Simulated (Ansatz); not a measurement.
A CCSD(T) single point on C$_{5}$H$_{12}$S (`CC(C)C(C)S`).

```yaml
crystal:
  periodic: [false, false, false]
  atoms:
    - {symbol: C, position_ang: [-0.772091, -1.485129, -0.222292]}
    - {symbol: C, position_ang: [-0.052464, -0.364544, 0.521642]}
    - {symbol: C, position_ang: [1.123890, -0.936547, 1.298042]}
    - {symbol: C, position_ang: [0.383236, 0.756240, -0.431960]}
    - {symbol: C, position_ang: [-0.722613, 1.259268, -1.344057]}
    - {symbol: S, position_ang: [1.159067, 2.156459, 0.445595]}
    - {symbol: H, position_ang: [-0.140836, -1.890999, -1.019800]}
    - {symbol: H, position_ang: [-1.711329, -1.156652, -0.669008]}
    - {symbol: H, position_ang: [-1.001226, -2.304909, 0.462487]}
    - {symbol: H, position_ang: [-0.758513, 0.078765, 1.237037]}
    - {symbol: H, position_ang: [1.833548, -1.418116, 0.616919]}
    - {symbol: H, position_ang: [0.784786, -1.693156, 2.009324]}
    - {symbol: H, position_ang: [1.656750, -0.160735, 1.848365]}
    - {symbol: H, position_ang: [1.207532, 0.377170, -1.049241]}
    - {symbol: H, position_ang: [-1.579565, 1.604247, -0.757334]}
    - {symbol: H, position_ang: [-1.071198, 0.474361, -2.018634]}
    - {symbol: H, position_ang: [-0.370250, 2.096195, -1.947218]}
    - {symbol: H, position_ang: [0.031265, 2.608083, 1.020124]}
basis:
  gaussian: {orbitals: def2-TZVPP}
correlation: {method: ccsd_t}
```

```sh
$ ansatz run in.yaml --threads 2 --pin off --events-out ev --progress --plain --max-ram 32768MiB --backend cuda --devices 0, --max-vram 18GiB
```

Log, shortened:

```
Functional definition: HF
2098 factors; integrals over basis functions are off by at most 7.8e-4 eV
mean field evaluation 1: about -16156.6380 eV, gradient 4.1e1 eV
mean field evaluation 2: about -16156.9461 eV, gradient 4.1e1 eV
mean field evaluation 4: about -16161.9210 eV, gradient 5.2e0 eV
mean field evaluation 8: about -16162.0170 eV, gradient 3.2e-1 eV
mean field -16162.01758210 eV, -593.9431911333 hartree, gradient 4.5e-6 eV, S^2 0.000000; 0 other end points of the search recorded, 0 dependent functions left out
10 core orbitals not correlated: weight in the atoms' cores, before any rotation towards them, 1.000 or more for the frozen orbitals, at most 0.000 for the correlated occupied ones
reference -16162.01758210 eV, -593.9431911333 hartree; 19, 19 occupied and 336, 336 virtual orbitals, 2098 factors
second order -29.11363548 eV of doubles, -0.00000000 eV of singles
cycle   1  -30.20778332 eV  change    -1.1e0 eV  update   1.1e-1
cycle   2  -30.93585871 eV  change   -7.3e-1 eV  update   3.0e-2
cycle   3  -31.04286692 eV  change   -1.1e-1 eV  update   1.2e-2
cycle   4  -31.03936129 eV  change    3.5e-3 eV  update   2.6e-3
cycle   5  -31.03951951 eV  change   -1.6e-4 eV  update   8.6e-4
cycle   6  -31.03957036 eV  change   -5.1e-5 eV  update   2.3e-4
cycle   7  -31.03949865 eV  change    7.2e-5 eV  update   8.2e-5
cycle   8  -31.03949771 eV  change    9.4e-7 eV  update   2.8e-5
perturbative correction -1.28945814 eV, -0.0473867127 hartree
Total energy: -16194.34653796 eV, -595.1312583477 hartree
```

It took 17 s on 2 threads of an AMD EPYC 7R13 on a shared host and a share of an NVIDIA H100 80 GB, with 0.86 GiB of host memory at the peak.

The correlation energy is -32.329 eV, 4.0 % of it from (T); the T1 diagnostic reads 0.0093.
